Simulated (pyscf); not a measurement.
H₂C=CH–SeH (SMILES C=C[SeH]) → H₂Se (SMILES [SeH2]) + HC≡CH (SMILES C#C) (elimination; singlet surface; C–Se, C–H broken, H–Se formed). PySCF, gas phase, ωB97X-D3(BJ)/def2-SVP geometries. MP2 and CC: frozen core, UHF for open shells. ΔMP2 is the change of the MP2 total energy from the triple- to the quadruple-zeta basis. Energies in kcal/mol from the reactant's lowest minimum found.

```csv
level,barrier,reaction energy
PBE/def2-TZVP,?,+39.9
PBE0-D3(BJ)/def2-TZVP,84.0,+42.5
ωB97M-D3(BJ)/def2-TZVP,86.2,+36.1
MP2/def2-QZVPP,84.4,+35.5
CCSD/def2-TZVPP,88.7,+34.7
CCSD(T)/def2-TZVPP,83.7,+35.3
CCSD(T)/def2-TZVPP + ΔMP2(QZVPP),?,?
```

Task: Some entries are withheld; supply them.

Result: 
- PBE/def2-TZVP, barrier: 75.5
- CCSD(T)/def2-TZVPP + ΔMP2(QZVPP), barrier: 82.6
- CCSD(T)/def2-TZVPP + ΔMP2(QZVPP), reaction energy: +35.2

The same reactants have a lower exit, to •HC=CH₂ + SeH• (no saddle counted: cutting one bond costs +78.2 kcal/mol at ωB97M-D3(BJ), against +86.2 kcal/mol here). H₂C=CH–SeH lies 5.6 kcal/mol over its isomer cyclic C₂H₄Se (SMILES C1C[Se]1), and others may lie lower still (electronic energy, ωB97M-D3(BJ)). This is the saddle that the search found; another between the same sides may lie lower. The CCSD(T) − MP2 part came from Ansatz, without density fitting, on the same reference. The frozen core leaves the outer d or s,p core shells of the metals and heavy elements correlated in the MP2 and CC values, and def2-TZVPP describes them poorly, which can shift differences by a few kcal/mol. Elements up to Kr have no core potential and no relativistic terms here.
